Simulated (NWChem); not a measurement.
Program: NWChem. System: Be, charge 0, spin multiplicity 1. Level: CCSD(T)/def2-TZVP, 1 core orbitals frozen.

Job file:

```
start mol
memory heap 100 mb stack 700 mb global 1900 mb
geometry units angstroms nocenter noautoz
  Be     0.000000     0.000000     0.000000
  symmetry group D2h
end
basis spherical
  * library def2-tzvp
end
scf
  rhf
  nopen 0
  maxiter 100
  thresh 1e-7
  semidirect memsize 60000000 filesize 0
end
tce
  freeze core 1
  ccsd(t)
  2eorb
  2emet 13
  thresh 1e-6
  maxiter 100
  tilesize 24
end
task tce energy
```

Part of the output:

```
             Northwest Computational Chemistry Package (NWChem) 7.3.0
             --------------------------------------------------------

                                NWChem Input Module
                                -------------------

 Scaling coordinates for geometry "geometry" by  1.889725989
 (inverse scale =  0.529177249)

                             Geometry "geometry" -> ""
                             -------------------------

 Output coordinates in angstroms (scale by  1.889725989 to convert to a.u.)

  No.       Tag          Charge          X              Y              Z
 ---- ---------------- ---------- -------------- -------------- --------------
    1 Be                   4.0000     0.00000000     0.00000000     0.00000000

 Effective nuclear repulsion energy (a.u.)       0.0000000000

            Nuclear Dipole moment (a.u.)
            ----------------------------
        X                 Y               Z
 ---------------- ---------------- ----------------
     0.0000000000     0.0000000000     0.0000000000

      Symmetry information
      --------------------

 Group name             D2h
 Group number             26
 Group order               8
 No. of unique centers     1

      Symmetry unique atoms

     1


 Summary of "ao basis" -> "" (spherical)
 ------------------------------------------------------------------------------
       Tag                 Description            Shells   Functions and Types
 ---------------- ------------------------------  ------  ---------------------
 *                         def2-tzvp                  on all atoms

 Summary of "ao basis" -> "ao basis" (spherical)
 ------------------------------------------------------------------------------
       Tag                 Description            Shells   Functions and Types
 ---------------- ------------------------------  ------  ---------------------
 Be                        def2-tzvp                 9       19   5s3p1d

                                 NWChem SCF Module
                                 -----------------

  ao basis        = "ao basis"
[...]
             Beta orbitals :    19
        Alpha frozen cores :     1
         Beta frozen cores :     1
     Alpha frozen virtuals :     0
      Beta frozen virtuals :     0
         Spin multiplicity : singlet
    Number of AO functions :    19
       Number of AO shells :     9
        Use of symmetry is : on
      Symmetry adaption is : on
         Schwarz screening : 0.10D-09

          Correlation Information
          -----------------------
          Calculation type : Coupled-cluster singles & doubles w/ perturbation
   Perturbative correction : (T)
            Max iterations :      100
        Residual threshold : 0.10D-05
     T(0) DIIS level shift : 0.00D+00
     L(0) DIIS level shift : 0.00D+00
     T(1) DIIS level shift : 0.00D+00
     L(1) DIIS level shift : 0.00D+00
     T(R) DIIS level shift : 0.00D+00
     T(I) DIIS level shift : 0.00D+00
   CC-T/L Amplitude update :  5-th order DIIS
                I/O scheme : Global Array Library
        L-threshold :  0.10D-05
        EOM-threshold :  0.10D-05
 no EOMCCSD initial starts read in
 TCE RESTART OPTIONS
 SLICE:      F
 D4D5:       F
 quantumc:   F
 qrotation:  F
 pwtce:      F
 qducc:      F
 nacto:                         0
 nrotv:                         0
 nrot:                          0

            Memory Information
            ------------------
          Available GA space size is     249036439 doubles
          Available MA space size is     104856132 doubles

 Maximum block size supplied by input
 Maximum block size        24 doubles

 tile_dim =      5

 -------------------------------------------------

 Global array virtual files algorithm will be used

 Parallel file system coherency ......... OK

 4-electron integrals stored in orbital form

 v2    file size   =             4151
 4-index algorithm nr.  13 is used
 imaxsize =       30
 imaxsize ichop =        0


CCSD iterations
 ---------------------------------------------------------
 Iter          Residuum       Correlation     Cpu    Wall
 ---------------------------------------------------------
    1   0.0652494409738  -0.0260713304081     0.0     0.0
    2   0.0354203134246  -0.0357559562729     0.0     0.0
    3   0.0203121802092  -0.0400711269147     0.0     0.0
    4   0.0116111015529  -0.0423018376267     0.0     0.0
    5   0.0066025432122  -0.0435250450418     0.0     0.0
    6   0.0000315596838  -0.0450887591892     0.0     0.0
    7   0.0000052737290  -0.0450896878244     0.0     0.0
    8   0.0000020787789  -0.0450899569935     0.0     0.0
    9   0.0000009910920  -0.0450900851190     0.0     0.0
 -----------------------------------------------------------------
 Iterations converged
 CCSD correlation energy / hartree =        -0.045090085118962
 CCSD total energy / hartree       =       -14.617669952525919

 Singles contributions

 Doubles contributions
     5b1u (alpha)     5b1u (beta ) ---     2ag  (alpha)     2ag  (beta )       -0.1487669581
     4b2u (alpha)     4b2u (beta ) ---     2ag  (alpha)     2ag  (beta )       -0.1487669581
     3b3u (alpha)     3b3u (beta ) ---     2ag  (alpha)     2ag  (beta )       -0.1487669581
 CCSD(T)
 Using plain CCSD(T) code
             total no. of tasks           36
 total no. of tasks / no. procs           36
                         wl_min            1           1.0
                         wl_max          125           2.2
        thresh for no. of tasks           36

 CCSD[T]  correction energy / hartree =        -0.000000000000000
 CCSD[T] correlation energy / hartree =        -0.045090085118962
 CCSD[T] total energy / hartree       =       -14.617669952525919
 CCSD(T)  correction energy / hartree =        -0.000000000000000
 CCSD(T) correlation energy / hartree =        -0.045090085118962
 CCSD(T) total energy / hartree       =       -14.617669952525919

 Task  times  cpu:        0.2s     wall:        0.2s

 Total times  cpu:        0.3s     wall:        0.3s
```
